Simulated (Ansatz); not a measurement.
# BSiH2 (quartet): the correlation ladder at distance Si1–B2 = 3.465 Å, 6-31G

Aim: climb from Hartree-Fock through coupled cluster and multireference methods for BSiH2 (quartet) at one geometry and basis, and see what each rung misses.

Computed with Ansatz 0.2.0, Gaussian basis. Level: 6-31G, core rule «outside noble gas», up to 6 orbitals frozen.

Plan: UHF; CCSD(T) on ROHF; CCSD(T) on UHF; BCCD(T) on ROHF; CISD as a restricted active space (open shells left free, so some higher excitations enter); CCSDT(Q) on ROHF; CCSDT(Q) on UHF; CCSDTQ on ROHF; CCSDTQ on UHF; CASSCF and MRCISD+Q, 5 electrons in 5 orbitals; CASSCF and NEVPT2, 5 electrons in 5 orbitals; CASSCF and MRCISD+Q, 9 electrons in 10 orbitals; CASSCF and NEVPT2, 9 electrons in 10 orbitals; Full CI.

### 1 What is computed

The geometry derives from a PBE0/def2-TZVP stationary point (not a proven minimum). One bond is set to the value named and the two fragments are kept rigid.

4 atoms, charge 0, spin multiplicity 4.

Atoms are counted from 1 here; the program's logs count them from 0.

Bond lengths: Si1–H3 1.488 Å, Si1–H4 1.488 Å. Angles: H3–Si1–H4 109.2°.

### 2 UHF

The input, in.yaml:

```yaml
crystal:
  periodic: [false, false, false]
  atoms:
    - {symbol: Si, position_ang: [0.000000, 0.000000, 0.873116]}
    - {symbol: B, position_ang: [0.000000, 0.000000, -2.591884]}
    - {symbol: H, position_ang: [0.000000, 1.212692, 1.735695]}
    - {symbol: H, position_ang: [0.000000, -1.212692, 1.735695]}
basis:
  gaussian: {orbitals: 6-31G}
magnetization: {spin_polarized: true, initial_magnetization: 3}
hamiltonian: {xc: hf}
output: {orbitals: {seedname: orbitals}}
```

Command:

```bash
$ ansatz run in.yaml --threads 1 --pin off --events-out ev --progress --plain --max-ram 4096MiB --backend cpu
```

Further steps of the session: CCSD(T) on ROHF; CCSD(T) on UHF; BCCD(T) on ROHF; CISD as a restricted active space (open shells left free, so some higher excitations enter); CCSDT(Q) on ROHF; CCSDT(Q) on UHF; CCSDTQ on ROHF; CCSDTQ on UHF; CASSCF and MRCISD+Q, 5 electrons in 5 orbitals; CASSCF and NEVPT2, 5 electrons in 5 orbitals; CASSCF and MRCISD+Q, 9 electrons in 10 orbitals; CASSCF and NEVPT2, 9 electrons in 10 orbitals; Full CI.

**Question.** What will the summary of the whole plan be? Wanted: FCI from the RHF energy; RMP2 from FCI; UMP2 from FCI; RCCSD from FCI; RCCSD(T) from FCI; UCCSD(T) from FCI; RCCSDT(Q) from FCI; UCCSDT(Q) from FCI; NEVPT2 pair from FCI.

**Answer**, as computed:

| quantity | value |
| --- | --- |
| FCI from the ROHF energy | -2.6347 eV |
| RMP2 from FCI | +96.3 kJ/mol |
| UMP2 from FCI | +95.5 kJ/mol |
| RCCSD from FCI | +4.0 kJ/mol |
| RCCSD(T) from FCI | +1.4 kJ/mol |
| UCCSD(T) from FCI | +1.4 kJ/mol |
| RCCSDT(Q) from FCI | 0.0 kJ/mol |
| UCCSDT(Q) from FCI | 0.0 kJ/mol |
| NEVPT2 pair from FCI | +81.4 kJ/mol |
| NEVPT2 valence from FCI | +24.6 kJ/mol |
| MRCISD+Q valence from FCI | +0.8 kJ/mol |
| levels within 1 kcal/mol (43 meV) | RCCSD, UCCSD, RCCSD(T), UCCSD(T), BCCD(T), RCCSDT, UCCSDT, RCCSDT(Q), UCCSDT(Q), RCCSDTQ, UCCSDTQ, MRCISD valence, MRCISD+Q valence |
| T1 diagnostic | 0.016 |
| effectively unpaired electrons | 3.09 |

What this shows: RCCSD(T) lands +1.4 kJ/mol from the yardstick (0.5 % of the correlation energy). One determinant dominates. Of the multireference levels listed MRCISD+Q valence comes nearest in total energy (+0.8 kJ/mol), which doesn't show that its space is the better one. These misses are within one basis, not against nature; the frozen cores of restricted and unrestricted runs differ, which can shift their rows.

Levels on UHF freeze UHF's core orbitals, full CI those of ROHF, so the U rows can settle a little off it for that reason alone.

With open shells the CI space here admits some higher excitations, so it is larger than plain CISD.
